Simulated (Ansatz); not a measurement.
## Ansatz (development build ahead of 0.2.0) run

```yaml
crystal:
  periodic: [false, false, false]
  atoms:
    - { symbol: S, position_ang: [0.0, 0.0, -0.87583] }
    - { symbol: S, position_ang: [0.0, 0.0, 0.87583] }
basis:
  gaussian: { orbitals: def2-TZVP }
magnetization:
  spin_polarized: true
  initial_magnetization: 2
hamiltonian:
  xc: hf
correlation:
  method: mp2
  frozen_orbitals: { S: 5 }
```

The input is written out in the form of the current development build from the run's settings.

Results

- Converged: yes
- Reference energy: -795.07497 hartree
- Correlation energy: -0.30099 hartree
- Total energy: -795.37597 hartree
- Spin squared of the determinant: 2.052
